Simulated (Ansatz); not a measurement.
Start from `CCCCOC` and change one atom or group to get `COCCOC`.

Ansatz, PBE0-D4/def2-TZVP geometries, multiplicity 1. Each molecule was computed in one conformer, which needn't be the lowest.

```csv
property,`CCCCOC`
HOMO energy (B3LYP/def2-TZVPP) / eV,-7.12
LUMO energy (B3LYP/def2-TZVPP) / eV,0.90
HOMO energy (PBE0/def2-TZVPP) / eV,-7.34
HOMO energy (ωB97M-V/def2-TZVPP) / eV,-9.77
size of the dipole moment (ωB97M-V/def2-TZVPP) / D,1.12
HOMO–LUMO gap (B3LYP/def2-TZVPP) / eV,8.03
```

(1) Give the same properties after the change, and the shifts. (Estimate.)

Answers

(1) The calculation gave: 
| property | `COCCOC` | shift |
| --- | --- | --- |
| HOMO energy (B3LYP/def2-TZVPP) / eV | -6.95 | 0.17 |
| LUMO energy (B3LYP/def2-TZVPP) / eV | 0.98 | 0.08 |
| HOMO energy (PBE0/def2-TZVPP) / eV | -7.17 | 0.17 |
| HOMO energy (ωB97M-V/def2-TZVPP) / eV | -9.57 | 0.20 |
| size of the dipole moment (ωB97M-V/def2-TZVPP) / D | 1.51 | 0.39 |
| HOMO–LUMO gap (B3LYP/def2-TZVPP) / eV | 7.92 | -0.11 |

With PBE0 the HOMO rises by 0.17 eV and the LUMO rises by 0.09 eV, so the gap narrows by about 0.08 eV. PBE moves the HOMO by 0.15 eV and ωB97M-V by 0.20 eV. Dipoles are sizes alone; their direction can turn.

B3LYP here is the variant with VWN-RPA as its local correlation; programs differ in this.
